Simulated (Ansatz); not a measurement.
**Relative stability**

Two relaxed structures of CH₆AlSi (charge -1), closed shell (PBE0-D4/def2-TZVPD; forces vanish, vibrations not checked).

A:

| atom | x (Å) | y (Å) | z (Å) |
| --- | --- | --- | --- |
| C1 | -0.6891 | -0.0128 | -0.4565 |
| Si2 | 0.8883 | 0.9058 | -0.2472 |
| Al3 | -0.6451 | -1.2623 | 1.2041 |
| H4 | -0.7666 | -0.5499 | -1.4041 |
| H5 | -1.5326 | 0.6823 | -0.3632 |
| H6 | 0.7259 | 2.2174 | 0.4497 |
| H7 | 1.6420 | 1.2333 | -1.5176 |
| H8 | 1.8961 | 0.1091 | 0.5384 |
| H9 | -0.3398 | 0.0481 | 2.2408 |

B:

```json
{"atom": "C1", "x (Å)": "-0.8230", "y (Å)": "0.1360", "z (Å)": "-0.4874"}
{"atom": "Si2", "x (Å)": "0.9854", "y (Å)": "0.7633", "z (Å)": "-0.2894"}
{"atom": "Al3", "x (Å)": "-0.0573", "y (Å)": "-1.0341", "z (Å)": "0.9491"}
{"atom": "H4", "x (Å)": "-1.0498", "y (Å)": "-0.3056", "z (Å)": "-1.4606"}
{"atom": "H5", "x (Å)": "-1.5925", "y (Å)": "0.8646", "z (Å)": "-0.2221"}
{"atom": "H6", "x (Å)": "1.0050", "y (Å)": "2.2375", "z (Å)": "0.0403"}
{"atom": "H7", "x (Å)": "1.7228", "y (Å)": "0.6915", "z (Å)": "-1.6061"}
{"atom": "H8", "x (Å)": "0.3166", "y (Å)": "-2.5694", "z (Å)": "0.5907"}
{"atom": "H9", "x (Å)": "-0.5073", "y (Å)": "-0.7837", "z (Å)": "2.4855"}
```

Program: Ansatz 0.2.0. Basis: def2-TZVPPD. Cores are frozen in the correlated methods. B3LYP uses VWN-RPA correlation.

Question: Which structure is lower at CCSD(T), and by how much? (Judge from chemistry; the value comes from the calculation.)

Answer: The calculation gives: B, by 41.2 kJ/mol (electronic energy, against the other). By their contacts, A is CH₆AlSi ([AlH][CH2][SiH3]), total charge -1 and B is CH₆AlSi ([CH2]1[AlH2][SiH2]1), total charge -1.

All methods give the same order:

| method | E(B) − E(A) (kJ/mol) |
| --- | --- |
| PBE-D4 | -49.0 |
| r2SCAN-D4 | -56.8 |
| PBE0-D4 | -48.9 |
| B3LYP-D4 | -39.6 |
| wB97M-V | -42.2 |
| HF | -29.0 |
| MP2 | -47.2 |
| CCSD | -38.8 |
| CCSD(T) | -41.2 |

T1 diagnostic: at most 0.016. The restricted Hartree–Fock reference is unstable towards an unrestricted one at one or more of these structures.

Labels in which every atom is bracketed show which atoms are joined, not bond orders.

For scale, one of the runs: CCSD(T)/def2-TZVPPD, 235 basis functions, launched by `ansatz run in.yaml --threads 2 --pin off --events-out ev --progress --plain --max-ram 4352MiB`. The run took 61 s on 2 CPU threads of an Arm Neoverse V2 (shared host), with 3.8 GiB of host memory at its peak.
